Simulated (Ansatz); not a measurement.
Isolated molecules relaxed with PBE0-D4/def2-TZVP in Ansatz; ΔE leaves out vibrations. CCSD(T)/CBS is the MP2 limit (def2-TZVPP, def2-QZVPP) plus CCSD(T) − MP2 in def2-TZVPP, frozen cores. DFT in def2-TZVPP. B3LYP here is the variant with VWN-RPA as its local correlation; programs differ in this. Each species was taken in one conformer, which may not be the lowest.

Consider the formal exchange of groups at a C–C bond: `C=CCCC` + `CC#CC` → `C=CCC#CC` + `CCC`.

| level | ΔE (kJ/mol) |
| --- | --- |
| PBE-D4 | 6.5 |
| B3LYP-D4 | 6.1 |
| r2SCAN | 7.1 |
| PBE0 | 6.5 |
| B3LYP | 5.7 |
| HF/def2-QZVPP | 5.5 |
| HF/CBS(def2) | 5.5 |
| MP2/CBS(def2) | 5.6 |

Q: What does CCSD(T)/CBS give? (Estimate.)

A: Computed: +6.0 kJ/mol. The listed levels differ from it by 0.5, 0.1, 1.1, 0.5, -0.3, -0.5, -0.5, -0.4 kJ/mol.

Largest T1 diagnostic among the species: 0.011.
